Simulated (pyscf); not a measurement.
Four-centre exchange: F–Sb(F)–F + SiH₄ → F–SbH–F + F–SiH₃

Gas phase, singlet surface, charge 0. Bonds broken: Sb1–F2, Si5–H6. Bonds formed: Sb1–H6, F2–Si5. Structures and frequencies: ωB97X-D3(BJ)/def2-SVP in PySCF.

Transition state (Å):

```xyz
9

Sb     1.2348     1.1697     0.9378
F      0.7122    -0.8763     0.9593
F      1.6039     0.8607    -0.9134
F      0.4193     2.8783     0.4889
Si    -1.2672    -0.6056     0.6214
H     -0.7035     0.8637     0.8739
H     -0.9791    -1.2142    -0.6965
H     -1.4341    -1.4301     1.8427
H     -2.6214     0.0346     0.4421
```

One imaginary mode, 211i cm⁻¹; descent along it reached the two sides named, in the forms told below.

```tsv
bond	change	reactant side (Å)	saddle	product side
Sb1–F2	breaks	1.922	2.112	2.6
Si5–H6	breaks	1.487	1.594	3.7
Sb1–H6	forms	3.4	1.963	1.716
F2–Si5	forms	3.1	2.026	1.664
```

Electronic energies relative to the separated reactants (kJ/mol):

| level | barrier | reaction energy | reverse barrier |
|---|---|---|---|
| ωB97X-D3(BJ)/def2-TZVP | 87.5 | -25.4 | 113.0 |
| PBE/def2-TZVP | 89.4 | -14.1 | 103.5 |
| r²SCAN/def2-TZVP | 89.4 | -21.6 | 111.0 |
| B3LYP-D3(BJ)/def2-TZVP | 94.2 | -26.1 | 120.3 |
| PBE0-D3(BJ)/def2-TZVP | 87.7 | -25.9 | 113.6 |
| M06-2X/def2-TZVP | 100.4 | -29.1 | 129.5 |
| ωB97M-D3(BJ)/def2-TZVP | 98.6 | -29.2 | 127.8 |
| HF/def2-TZVP | 157.7 | -50.0 | 207.6 |

With ωB97M-D3(BJ)/def2-TZVP energies and thermal terms (ideal gas, 1 atm, RRHO with modes under 100 cm⁻¹ raised to 100, one conformer, R ln 2 for chiral ones without a mode under 150 cm⁻¹), in kJ/mol:

| T (K) | ΔH‡ | ΔG‡ | ΔH | ΔG |
|---|---|---|---|---|
| 298 | 102.3 | 143.7 | -27.8 | -34.0 |
| 600 | 103.7 | 185.2 | -29.0 | -39.7 |
| 900 | 105.8 | 225.5 | -29.3 | -45.0 |
| 1200 | 108.2 | 265.0 | -29.4 | -50.2 |

On the product side the descent ends in a complex, 28.6 kJ/mol under the separated species and 141.6 kJ/mol under the saddle at ωB97X-D3(BJ)/def2-TZVP. This is the saddle that the search found; another between the same sides may lie lower. Elements past Kr carry the def2 core potentials, without spin-orbit coupling.
